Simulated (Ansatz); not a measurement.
# Structure relaxation of Ru2Pb

These are results of DFT PBE, scalar-relativistic, plane waves, PAW (Ansatz), not measurements.

Ru2Pb was placed on the cadmium chloride structure type (R-3m, No. 166), with Pb in place of Cd, Ru in place of Cl, at a guessed volume.

The final relaxation ran on this input, with the default PAW datasets:

```yaml
crystal:
  lattice:
    - [1.9392757619, 1.1196413831, 5.0829093608]
    - [-1.9392757619, 1.1196413831, 5.0829093608]
    - [0.0, -2.2392827663, 5.0829093608]
  atoms:
    - { symbol: Ru, position: [0.8091460451, 0.8091460451, 0.8091460451] }
    - { symbol: Ru, position: [0.1908539549, 0.1908539549, 0.1908539549] }
    - { symbol: Pb, position: [0.0, 0.0, 0.0] }
basis:
  ecutwfc: 420
kpoints:
  mp_grid: { grid: [12, 12, 12] }
hamiltonian:
  xc: pbe
scf:
  occupations: { method: gaussian, width: 0.1 }
output:
  forces: true
  stress: true
  eigenvalues: true
relax:
  adjacent_minimum: "off"
  f_tol: 0.01
  max_steps: 80
  cell: { stress_tol: 0.05 }
```

Launched as:

```bash
ansatz run input.yaml --threads 1 --pin off --max-ram 2560MiB --backend cpu --events-out ev --progress --plain --runs-dir out
```

Time: 79 s on 1 thread of Arm Neoverse V1, with other jobs on the host, peak memory 0.55 GiB.

The program printed at the end:

```
SCF converged after 9 iterations
Free energy (F): -23661.540353 eV
Harris-Foulkes:  -23661.540353 eV  (|F-HF|=7.28e-12)
Internal energy: -23661.535601 eV  (E = F + TS)
E sigma→0 (E₀):  -23661.537977 eV
Entropy (-TS):   -0.004752 eV (-1.584 meV/atom)
Fermi energy:    13.962899 eV
--- Per-component energies (eV) ---
  E_band       = -393.072120
  E_kinetic    = 1320.538449
  E_local      = -5087.441403  (includes V_loc(G=0)·N_el)
  E_nonlocal   = 1041.986496
  E_hartree    = 1862.538684
  E_xc         = -598.677278
  E_vxc        = -606.743825  (∫ρ·V_xc dr)
  E_paw        = -17332.294054  (= ΣΔE_a)
  E_vpaw       = -786.488869  (= ΣTr[D̂ρ^β])
  E_aug_tail   = -0.000339  (compensation charges beyond the density's cutoff)
  E_ewald      = -4868.186155
  E_smearing   = -0.004752  (= −TS)
  E_closure    = 0.000000  (closes the sum)
  Σ components = -23661.540353   (vs F -23661.540353, Δ=0.00e0)
--- Forces (eV/Å), atoms counted from 1 ---
  atom   1  Ru     0.00000000     0.00000000    -0.00093106
  atom   2  Ru     0.00000000     0.00000000     0.00093106
  atom   3  Pb     0.00000000     0.00000000     0.00000000
  max |Σ_I F_I| component: 9.25e-18 eV/Å
--- Stress (GPa, compression-positive) ---
        0.013247       0.000000       0.000000
        0.000000       0.013247       0.000000
        0.000000       0.000000      -0.048493
  P = ⅓ Tr σ = -0.0073 GPa (-0.073 kbar)
--- Relaxed structure (3 steps of the walk, 3 accepted, 1 SCFs on fresh bases) ---
  F+E_penalty+E_count = -23661.54035286 eV   max|allowed force component| = 9.311e-4 eV/Å   (the final SCF, on the basis selected at the relaxed cell)
  cell:  # Å, volume = 66.4105 Å³
    - [1.943537, 1.122101, 5.075288]
    - [-1.943537, 1.122101, 5.075288]
    - [0.000000, -2.244203, 5.075288]
  atoms:
    - { symbol: Ru, position: [0.809422, 0.809422, 0.809422] }
    - { symbol: Ru, position: [0.190578, 0.190578, 0.190578] }
    - { symbol: Pb, position: [0.000000, 0.000000, 0.000000] }
```

Absolute energies hang on the potentials; compare differences alone.

The result has space group R-3m (No. 166). Ru has 3 Ru at 2.36 Å; Pb has 2 Ru at 2.90 Å and 6 Ru at 3.12 Å.

Against the elements it lies at 0.75 eV/atom. Formation energies are uncorrected and refer to the elements' standard structures at the same level.

The k mesh leaves about 4 meV/atom of noise in metals. Spin–orbit coupling is left out.

Symmetry constrained the relaxation, so the result can be a saddle point.